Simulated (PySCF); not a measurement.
**Two probes of the same atoms: core binding energy and nuclear shielding**

Species: 2-furanthiol, C4H4OS.
Numbering: `[SH:1][c:2]1[cH:3][cH:4][cH:5][o:6]1`

Binding energies: PySCF, delta-SCF UKS SCAN, pcX-2 on the ionised atom, pcseg-1 elsewhere, spin-free X2C. Shieldings: GIAO PBE0/pcSseg-1, non-relativistic, same geometry.

```json
{"atom": "C2", "C 1s (eV)": "292.31"}
{"atom": "C3", "C 1s (eV)": "290.27"}
{"atom": "C4", "C 1s (eV)": "290.53"}
{"atom": "C5", "C 1s (eV)": "291.43"}
```

Question: What are the absolute isotropic shieldings of these atoms?

Answer: 
| atom | environment | C 1s (eV) | isotropic shielding (ppm) |
| --- | --- | --- | --- |
| C3 | aromatic CH carbon | 290.27 | 74.3 |
| C4 | aromatic CH carbon | 290.53 | 65.9 |
| C5 | aromatic CH next to a ring oxygen | 291.43 | 39.7 |
| C2 | substituted aromatic carbon | 292.31 | 37.0 |

Question: Among the listed atoms, is the one with the highest binding energy also the least shielded?

Answer: Yes: C2 has both (292.31 eV, 37.0 ppm).

By binding energy: C3 < C4 < C5 < C2. By shielding: C2 < C5 < C4 < C3.

Isolated species at its PBE0-D3(BJ)/def2-SVP geometry (one conformer only).

The values belong to the conformer `[SH:1][c:2]1[cH:3][cH:4][cH:5][o:6]1`: H–S1–C2–C3 180°.
